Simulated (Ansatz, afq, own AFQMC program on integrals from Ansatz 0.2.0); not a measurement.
Two steps: Ansatz 0.2.0 writes the Fock matrix and Cholesky factors of the valence space, and afq projects on them the lowest state that overlaps trial and start.

```yaml
crystal:
  periodic: [false, false, false]
  atoms:
    - {symbol: C, position_ang: [-0.201256, 0.798026, -0.521101]}
    - {symbol: S, position_ang: [1.001191, -0.480723, -0.862233]}
    - {symbol: H, position_ang: [0.071831, 1.664417, -1.150061]}
    - {symbol: H, position_ang: [-1.221944, 0.496192, -0.800501]}
    - {symbol: H, position_ang: [-0.171223, 1.129488, 0.527797]}
basis:
  gaussian: {orbitals: def2-TZVP}
magnetization: {spin_polarized: true, initial_magnetization: 1}
correlation: {method: ccsd_t, electrons: outside_noble_gas, hamiltonian_folder: ham}
```

```sh
$ ansatz run in.yaml --threads 1 --pin off --events-out ev --progress --plain --max-ram 24576MiB --backend cuda --devices 0, --max-vram 18GiB
```

Options of the walk:

```
--method free --trial cisd --walkers 1900 --time-step 0.03 --max-blocks 4000 --target-error 0.00025 --factor-cut 1e-05 --seed 6150 --times 0,0.21,0.42,0.81,1.2,1.8,2.4,3 --taylor-order 8
```

Times are imaginary, in 1/Eh. The walk had a cap of 121 s.

Log:

```
orbitals 80  electrons 7 6  factors 562 of 565
reference energy -437.14532695 Eh
CCSD correlation -0.35116743 Eh in 10 cycles, weight of the determinant in the CISD state 0.8654
repeat  energy at the last time / Eh  error
    10  -437.511619  0.000464
    20  -437.511795  0.000308
    30  -437.511795  0.000258
time / (1/Eh)  energy / Eh  error  mean overlap
  0.00  -437.496441  0.000059  1.1555
  0.21  -437.504395  0.000083  1.1550
  0.42  -437.507717  0.000081  1.1519
  0.81  -437.509934  0.000093  1.1541
  1.20  -437.510974  0.000127  1.1545
  1.80  -437.511302  0.000157  1.1601
  2.40  -437.511515  0.000247  1.1665
  3.00  -437.511771  0.000251  1.1764
energy -437.511771 +/- 0.000251 Eh
```

The run passed its tests (error under three times the target), which doesn't prove that it has relaxed, ending at its cap on processor time.

Against this walk (error 6.8 meV) on the same determinant: CCSD(T) 46.4 meV higher, CCSDT(Q) 2.3 meV higher (within the noise). The error is statistical, and a free projection of finite length keeps a remainder of its start. The last points still move (meV from the last: 50 ± 3 at 0.81, 22 ± 3 at 1.20, 13 ± 4 at 1.80, 7 ± 7 at 2.40, 0 ± 7 at 3.00), but the last one has reached CCSDT(Q) within the noise or passed it, so little can be left to fall.

Cautions: remainder of the start not in the error.

The walk took 2.1 min on 2 threads of a server CPU with a shared H100 80 GB, shared host (the card was shared). The log's last line is the free-projection energy.

CCSDT and higher add their correlation energy to the determinant of the CCSD(T) run, since their own runs factorise the integrals more tightly (a shift of under 2 meV).
